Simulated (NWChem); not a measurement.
System: methanol (CH4O); SMILES CO

Input file for NWChem:

```
start job
memory heap 200 mb stack 900 mb global 1100 mb
geometry units angstroms noautoz
  C     -0.008379    -0.639520     0.000000
  O     -0.090741     0.755379     0.000000
  H      0.500926    -1.049112    -0.894875
  H     -1.034765    -1.035935     0.000000
  H      0.500926    -1.049112     0.894875
  H      0.803609     1.108715     0.000000
end
basis spherical
  * library 6-31g*
end
dft
  xc b3lyp
  iterations 150
  mulliken
end
task dft energy
```

NWChem printed, in part:

```
             Northwest Computational Chemistry Package (NWChem) 7.3.0
             --------------------------------------------------------

 CS  symmetry detected

                             Geometry "geometry" -> ""
                             -------------------------

 Output coordinates in angstroms (scale by  1.889725989 to convert to a.u.)

  No.       Tag          Charge          X              Y              Z
 ---- ---------------- ---------- -------------- -------------- --------------
    1 C                    6.0000    -0.01032978    -0.64951403     0.00000000
    2 O                    8.0000    -0.08784499     0.74566270     0.00000000
    3 H                    1.0000     0.49754911    -1.06087304    -0.89487500
    4 H                    1.0000    -1.03808684    -1.04236067     0.00000000
    5 H                    1.0000     0.49754911    -1.06087304     0.89487500
    6 H                    1.0000     0.80772721     1.09588933     0.00000000

 Effective nuclear repulsion energy (a.u.)      40.4952784031

      Symmetry information
      --------------------

 Group name             Cs
 Group number              2
 Group order               2
 No. of unique centers     5

                                 NWChem DFT Module
                                 -----------------

 Summary of "ao basis" -> "ao basis" (spherical)
 ------------------------------------------------------------------------------
       Tag                 Description            Shells   Functions and Types
 ---------------- ------------------------------  ------  ---------------------
 C                           6-31g*                  6       14   3s2p1d
 O                           6-31g*                  6       14   3s2p1d
 H                           6-31g*                  2        2   2s

      Symmetry analysis of basis
      --------------------------

        a'         26
        a"         10

            General Information
            -------------------
          SCF calculation type: DFT
          Wavefunction type:  closed shell.
          No. of atoms     :     6
          No. of electrons :    18
           Alpha electrons :     9
            Beta electrons :     9
          Charge           :     0
          Spin multiplicity:     1
          Use of symmetry is: on ; symmetry adaption is: on
          Maximum number of iterations: 150
          AO basis - number of functions:    36
                     number of shells:    20
          Convergence on energy requested:  1.00D-06
          Convergence on density requested:  1.00D-05
          Convergence on gradient requested:  5.00D-04

              XC Information
              --------------
                         B3LYP Method XC Potential
                     Hartree-Fock (Exact) Exchange  0.200
                        Slater Exchange Functional  0.800 local
                    Becke 1988 Exchange Functional  0.720 non-local
              Lee-Yang-Parr Correlation Functional  0.810
                  VWN I RPA Correlation Functional  0.190 local

             Grid Information
             ----------------
          Grid used for XC integration:  medium
          Radial quadrature: Mura-Knowles
          Angular quadrature: Lebedev.
          Tag              B.-S. Rad. Rad. Pts. Rad. Cut. Ang. Pts.
          ---              ---------- --------- --------- ---------
          C                   0.70       49           7.0       434
          O                   0.60       49           7.0       434
          H                   0.35       45           8.0       434
          Grid pruning is: on
          Number of quadrature shells:   233
          Spatial weights used:  Erf1

      Superposition of Atomic Density Guess
      -------------------------------------

 Sum of atomic energies:        -114.40753654

      Non-variational initial energy
      ------------------------------

 Total energy =    -115.301614
 1-e energy   =    -235.289436
 2-e energy   =      79.492543
 HOMO         =      -0.362297
 LUMO         =       0.128636

      Symmetry analysis of molecular orbitals - initial
      -------------------------------------------------

  Numbering of irreducible representations:

     1 a'          2 a"

  Orbital symmetries:

     1 a'          2 a'          3 a'          4 a'          5 a'
     6 a"          7 a'          8 a'          9 a"         10 a'
    11 a'         12 a'         13 a"         14 a'         15 a'
    16 a"         17 a'         18 a'         19 a"

     ---------------------------------------------
      Total Density - Mulliken Population Analysis
     ---------------------------------------------

    Atom       Charge   Shell Charges
 -----------   ------   -------------------------------------------------------
    1 C    6     6.23   2.00  0.69  1.85  0.63  1.01  0.06
    2 O    8     8.86   2.00  0.93  3.07  0.91  1.93  0.02
    3 H    1     0.82   0.48  0.34
    4 H    1     0.81   0.48  0.32
    5 H    1     0.82   0.48  0.34
    6 H    1     0.47   0.37  0.10

   convergence    iter        energy       DeltaE   RMS-Dens  Diis-err
 ---------------- ----- ----------------- --------- --------- ---------
 d= 0,ls=0.0,diis     1   -115.6722042492 -1.56D+02  1.98D-02  3.60D-01
 d= 0,ls=0.0,diis     2   -115.6720160833  1.88D-04  1.05D-02  4.21D-01
 d= 0,ls=0.0,diis     3   -115.7100628533 -3.80D-02  1.92D-03  1.99D-02
 d= 0,ls=0.0,diis     4   -115.7117911863 -1.73D-03  4.15D-04  4.51D-04
 d= 0,ls=0.0,diis     5   -115.7118345426 -4.34D-05  1.38D-04  5.99D-05
  Resetting Diis
 d= 0,ls=0.0,diis     6   -115.7118418647 -7.32D-06  1.37D-05  6.08D-07
 d= 0,ls=0.0,diis     7   -115.7118419387 -7.40D-08  2.75D-06  5.38D-09

         Total DFT energy =     -115.711841938688
      One electron energy =     -237.384235285914
           Coulomb energy =       96.707673906597
    Exchange-Corr. energy =      -15.530558962511
 Nuclear repulsion energy =       40.495278403141

 Numeric. integr. density =       17.999998775533

                  Occupations of the irreducible representations
                  ----------------------------------------------

                     irrep           alpha         beta
                     --------     --------     --------
                     a'                7.0          7.0
                     a"                2.0          2.0

                       DFT Final Molecular Orbital Analysis
                       ------------------------------------

 Vector    7  Occ=2.000000D+00  E=-4.216480D-01  Symmetry=a'
              MO Center= -3.0D-01, -2.0D-01, -2.9D-13, r^2= 1.5D+00
   Bfn.  Coefficient  Atom+Function         Bfn.  Coefficient  Atom+Function
  ----- ------------  ---------------      ----- ------------  ---------------
    18     -0.343263  2 O  py                 3      0.318019  1 C  px
     4      0.256473  1 C  py                31     -0.230968  4 H  s
    22     -0.202697  2 O  py                 7      0.170140  1 C  px
    32     -0.170678  4 H  s                 17      0.136593  2 O  px
    20     -0.133373  2 O  s                  8      0.100386  1 C  py

 Vector    8  Occ=2.000000D+00  E=-3.279874D-01  Symmetry=a'
              MO Center= -1.7D-01,  1.4D-01, -1.2D-14, r^2= 1.7D+00
   Bfn.  Coefficient  Atom+Function         Bfn.  Coefficient  Atom+Function
  ----- ------------  ---------------      ----- ------------  ---------------
    17      0.406095  2 O  px                21      0.280381  2 O  px
     3     -0.275027  1 C  px                20     -0.265293  2 O  s
    18     -0.211301  2 O  py                32      0.190520  4 H  s
    31      0.184673  4 H  s                 22     -0.161976  2 O  py
    35      0.150309  6 H  s                 16     -0.137496  2 O  s

 Vector    9  Occ=2.000000D+00  E=-2.644774D-01  Symmetry=a"
              MO Center=  3.2D-02,  3.3D-01, -2.8D-16, r^2= 1.4D+00
   Bfn.  Coefficient  Atom+Function         Bfn.  Coefficient  Atom+Function
  ----- ------------  ---------------      ----- ------------  ---------------
    19      0.589023  2 O  pz                23      0.460015  2 O  pz
    30      0.201248  3 H  s                 34     -0.201248  5 H  s
     5     -0.184350  1 C  pz                29      0.153744  3 H  s
    33     -0.153744  5 H  s                  9     -0.035883  1 C  pz
    11      0.034663  1 C  d -1

 Vector   10  Occ=0.000000D+00  E= 7.837317D-02  Symmetry=a'
              MO Center=  7.7D-01,  6.1D-01, -2.1D-15, r^2= 2.8D+00
   Bfn.  Coefficient  Atom+Function         Bfn.  Coefficient  Atom+Function
  ----- ------------  ---------------      ----- ------------  ---------------
    36      1.214349  6 H  s                 20     -0.964053  2 O  s
     6     -0.732219  1 C  s                  8      0.534722  1 C  py
    30      0.495670  3 H  s                 34      0.495670  5 H  s
    21     -0.441879  2 O  px                32      0.318972  4 H  s
    17     -0.250818  2 O  px                 4      0.191266  1 C  py

 Vector   11  Occ=0.000000D+00  E= 1.312831D-01  Symmetry=a'
              MO Center=  8.4D-02, -8.6D-01, -7.8D-16, r^2= 3.9D+00
   Bfn.  Coefficient  Atom+Function         Bfn.  Coefficient  Atom+Function
  ----- ------------  ---------------      ----- ------------  ---------------
     6      2.290407  1 C  s                 32     -1.075703  4 H  s
    30     -1.058594  3 H  s                 34     -1.058594  5 H  s
    20     -0.611681  2 O  s                 36      0.568548  6 H  s
     8     -0.243395  1 C  py                21     -0.219947  2 O  px
     2      0.196735  1 C  s                 22      0.167797  2 O  py

 Vector   12  Occ=0.000000D+00  E= 1.665807D-01  Symmetry=a'
              MO Center= -4.5D-01, -9.5D-01,  1.5D-14, r^2= 2.8D+00
   Bfn.  Coefficient  Atom+Function         Bfn.  Coefficient  Atom+Function
  ----- ------------  ---------------      ----- ------------  ---------------
    32      1.730636  4 H  s                  7      1.255539  1 C  px
    30     -0.754670  3 H  s                 34     -0.754670  5 H  s
     3      0.421288  1 C  px                 8      0.386525  1 C  py
    22      0.214209  2 O  py                36     -0.198794  6 H  s
    20     -0.166034  2 O  s                 21     -0.146926  2 O  px

     ---------------------------------------------
      Total Density - Mulliken Population Analysis
     ---------------------------------------------

    Atom       Charge   Shell Charges
 -----------   ------   -------------------------------------------------------
    1 C    6     6.19   2.00  0.67  2.06  0.56  0.83  0.06
    2 O    8     8.61   2.00  0.90  2.93  0.96  1.79  0.03
    3 H    1     0.88   0.53  0.34
    4 H    1     0.84   0.53  0.31
    5 H    1     0.88   0.53  0.34
    6 H    1     0.60   0.48  0.12

     -------------------------------------------
      Total Density - Lowdin Population Analysis
     -------------------------------------------

    Atom       Charge   Shell Charges
 -----------   ------   -------------------------------------------------------
    1 C    6     6.22   1.99  0.54  1.85  0.44  1.28  0.13
    2 O    8     8.41   1.99  0.86  2.79  0.70  2.01  0.05
    3 H    1     0.90   0.51  0.39
    4 H    1     0.88   0.51  0.37
    5 H    1     0.90   0.51  0.39
    6 H    1     0.69   0.46  0.23

     Multipole analysis of the density
     ---------------------------------

     L   x y z        total         alpha         beta         nuclear
     -   - - -        -----         -----         ----         -------
     0   0 0 0     -0.000000     -9.000000     -9.000000     18.000000

     1   1 0 0      0.579398      0.289699      0.289699      0.000000
     1   0 1 0     -0.281273     -0.140636     -0.140636     -0.000000
     1   0 0 1     -0.000000     -0.000000     -0.000000      0.000000

     2   2 0 0     -8.796203     -8.482563     -8.482563      8.168924
     2   1 1 0      1.633365      0.052829      0.052829      1.527708
     2   1 0 1      0.000000      0.000000      0.000000      0.000000
     2   0 2 0     -9.487043    -25.308756    -25.308756     41.130469
     2   0 1 1      0.000000      0.000000      0.000000      0.000000
     2   0 0 2    -10.125881     -7.922654     -7.922654      5.719426
```

Level: B3LYP/6-31G* (spherical d). The geometry was optimised at PBE0/def2-SVP. B3LYP is NWChem's, with the RPA form of VWN correlation.
